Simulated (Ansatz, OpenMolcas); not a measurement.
CH3BCl (SMILES C[B]Cl): the vertical ionisation energy, rung by rung

CH3BCl has 6 atoms, charge 0, and is taken as a doublet. SMILES: `C[B]Cl`. The coordinates come from a PBE0-D4/def2-TZVP relaxation.

Each level gives the vertical ionisation energy (to the singlet cation) (eV). The values are calculated.

| level | kind | program | value (eV) | CPU time (all runs) |
| --- | --- | --- | --- | --- |
| UHF/aug-cc-pVDZ | Hartree–Fock | Ansatz | 7.89 | 15 s |
| UPBE/aug-cc-pVDZ | GGA | OpenMolcas | 7.93 | 85 s |
| UTPSS/aug-cc-pVDZ | meta-GGA | OpenMolcas | 7.99 | 1.7 min |
| UM06-2X/aug-cc-pVDZ | hybrid meta-GGA | OpenMolcas | 8.10 | 1.8 min |
| UPBE0/aug-cc-pVDZ | global hybrid | OpenMolcas | 8.12 | 78 s |
| UB2PLYP/aug-cc-pVDZ | double hybrid | Ansatz | 7.96 | 44 s |
| RPA@PBE0/aug-cc-pVDZ | RPA | Ansatz | 8.07 | 47 s |
| UMP2/aug-cc-pVDZ | perturbation theory | Ansatz | 7.90 | 16 s |
| UCCSD/aug-cc-pVDZ | coupled cluster or CI | Ansatz | 7.96 | 92 s |

The values span 7.89 to 8.12 eV. CPU times are rough (shared hosts, several kinds of processor and program).
